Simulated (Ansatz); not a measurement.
Input file:

```yaml
crystal:
  periodic: [false, false, false]
  atoms:
    - {symbol: B, position_ang: [0.000000, 0.000000, 0.000000]}
    - {symbol: B, position_ang: [0.000000, 0.000000, 3.796000]}
basis:
  gaussian: {orbitals: cc-pVTZ}
total_charge: 1
magnetization: {spin_polarized: false, initial_magnetization: 1}
correlation: {method: ccsd, electrons: outside_noble_gas}
```

```sh
$ ansatz run in.yaml --threads 1 --pin off --events-out ev --progress --plain --max-ram 2393MiB
```

The program prints:

```
350 factors; integrals over basis functions are off by at most 1.2e-3 eV
mean field evaluation 1: about -1327.4765 eV, gradient 1.9e0 eV
mean field evaluation 2: about -1327.4767 eV, gradient 1.9e0 eV
mean field evaluation 4: about -1327.5310 eV, gradient 2.1e-1 eV
mean field evaluation 8: about -1327.5315 eV, gradient 2.5e-6 eV
mean field evaluation 16: about -1326.8348 eV, gradient 1.2e-1 eV
mean field evaluation 32: about -1326.9787 eV, gradient 1.8e-1 eV
mean field evaluation 64: about -1327.5240 eV, gradient 2.1e-1 eV
mean field evaluation 96: about -1326.8349 eV, gradient 5.4e-2 eV
mean field evaluation 128: about -1326.8343 eV, gradient 4.2e-1 eV
mean field evaluation 160: about -1326.1587 eV, gradient 5.9e-3 eV
mean field evaluation 192: about -1326.5196 eV, gradient 3.3e-3 eV
mean field evaluation 224: about -1326.8338 eV, gradient 3.4e-1 eV
mean field -1327.53148767 eV, -48.7858823388 hartree, gradient 3.7e-6 eV, S^2 0.750000; 15 other end points of the search recorded, 0 dependent functions left out
mean field evaluation 256: about -1327.6800 eV, gradient 1.7e-1 eV
mean field evaluation 288: about -1326.8832 eV, gradient 4.5e-3 eV
mean field evaluation 320: about -1327.1862 eV, gradient 7.3e-1 eV
mean field evaluation 352: about -1327.6792 eV, gradient 2.0e-1 eV
determinant -1327.53148767 eV, -48.7858823388 hartree, with singles and doubles -1331.19208551 eV, -48.9204068280 hartree
determinant -1326.83492519 eV, -48.7602841398 hartree, with singles and doubles -1330.54143106 eV, -48.8964957182 hartree
determinant -1326.51962168 eV, -48.7486969495 hartree, with singles and doubles -1330.26363821 eV, -48.8862870191 hartree
determinant -1326.15869971 eV, -48.7354333118 hartree, with singles and doubles -1329.93538025 eV, -48.8742237616 hartree
2 core orbitals not correlated: weight in the atoms' cores, before any rotation towards them, 1.000 or more for the frozen orbitals, at most 0.000 for the correlated occupied ones
reference -1327.53148767 eV, -48.7858823388 hartree; 3, 2 occupied and 55, 56 virtual orbitals, 350 factors
second order -2.42517140 eV of doubles, -0.04668869 eV of singles
cycle   1  -2.73843220 eV  change   -7.7e-1 eV  update   9.4e-2
cycle   2  -3.11582351 eV  change   -3.8e-1 eV  update   5.5e-2
cycle   3  -3.63790568 eV  change   -5.2e-1 eV  update   3.4e-2
cycle   4  -3.64028371 eV  change   -2.4e-3 eV  update   6.2e-3
cycle   5  -3.66059806 eV  change   -2.0e-2 eV  update   1.8e-3
cycle   6  -3.64733788 eV  change    1.3e-2 eV  update   8.2e-4
cycle   7  -3.65144964 eV  change   -4.1e-3 eV  update   4.4e-4
cycle   8  -3.65301698 eV  change   -1.6e-3 eV  update   1.6e-4
cycle   9  -3.65175433 eV  change    1.3e-3 eV  update   8.7e-5
cycle  10  -3.65240944 eV  change   -6.6e-4 eV  update   5.2e-5
cycle  11  -3.65236024 eV  change    4.9e-5 eV  update   1.3e-5
cycle  12  -3.65237295 eV  change   -1.3e-5 eV  update   5.7e-6
cycle  13  -3.65237155 eV  change    1.4e-6 eV  update   2.7e-6
cycle  14  -3.65237189 eV  change   -3.5e-7 eV  update   1.3e-6
WARN: these amplitudes may be one of several solutions (largest doubles amplitude 0.07, level shift 5.47 eV)
Total energy: -1331.18385957 eV, -48.9201045303 hartree
```

Ran on 1 thread of Arm Neoverse V1, shared host: 4 s wall, 0.22 GiB peak host memory.
